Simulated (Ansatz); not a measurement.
This geometry of ClH + H4OSi (8 atoms, charge 0, multiplicity 1) is a first-order saddle point.

Computed with RKS revPBE/def2-SVP (Ansatz).

```xyz
8
Properties=species:S:1:pos:R:3
Si 0.093 -0.187 -0.045
O 0.087 -0.080 1.901
H -0.796 -0.002 2.321
H 1.345 0.352 -0.658
H -0.841 1.021 -0.001
H -0.735 -1.174 -0.814
Cl 1.348 -2.152 0.816
H 0.533 -1.009 2.054
```

Which two structures does it join? (They come from a converged band through this point; their orientation in space is the band's.)

Bonds broken: Si1–O2, Cl7–H8. Bonds formed: Si1–Cl7, O2–H8. ClH + H4OSi becomes ClH3Si + H2O.

Initial state:

```xyz
8
Properties=species:S:1:pos:R:3
Si -0.233 0.269 -0.114
O 0.023 -0.126 1.530
H -0.786 -0.216 2.066
H 1.138 0.425 -0.693
H -1.004 1.558 -0.222
H -0.992 -0.814 -0.833
Cl 1.779 -2.730 1.966
H 1.110 -1.597 1.874
```

Final state:

```xyz
8
Properties=species:S:1:pos:R:3
Si 0.434 -0.111 -0.440
O -0.678 -0.353 2.548
H -1.190 -1.173 2.408
H 0.968 0.011 -1.840
H 0.441 1.231 0.218
H -0.931 -0.726 -0.494
Cl 1.756 -1.410 0.569
H 0.234 -0.700 2.605
```

How far does it lie above each of them?

0.83 eV above the first and 0.88 eV above the second. This is the barrier of this one path; another mechanism may lie lower. The orbitals stay closed-shell, which can raise the energy where a bond breaks towards radicals; this wasn't checked here.

Run time: 4.2 min on 2 threads of Intel(R) Xeon(R) Platinum 8259CL CPU @ 2.50GHz (Skylake/Cascade Lake) (shared host), peak memory 0.18 GiB.
